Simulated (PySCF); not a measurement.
## Working out the ionisation energy of F

F [He] 2s2 2p5 (2P) → F⁺ [He] 2s2 2p4 (3P). Computed with PySCF 2.14 in aug-cc-pVDZ-DK (4s3p2d, 23 functions), with scalar relativity by spin-free X2C-1e. Frozen: 1s2. Energies in hartree (1 hartree = 27.21139 eV):

```csv
part,F (lower),F⁺ (upper)
UHF,-99.467621,-98.888754
CCSD correlation,-0.166766,-0.118263
(T),-0.002324,-0.001222
```

Q: What does Hartree-Fock give?

A: (-98.888754) − (-99.467621) = 0.578867 hartree = 15.752 eV.

Q: What do CCSD and CCSD(T) give?

A: The CCSD correlation energies differ by 0.048503 hartree = 1.320 eV and the triples by 0.001102 hartree = 0.030 eV, so CCSD gives 17.072 eV and CCSD(T) 17.102 eV.

Measured between the centres of the two terms (NIST): 17.427 eV, so CCSD(T) (valence) is off by -0.325 eV.

A double-zeta basis recovers only part of the correlation energy.

What remains against the reference includes basis incompleteness, the frozen core and higher excitations.
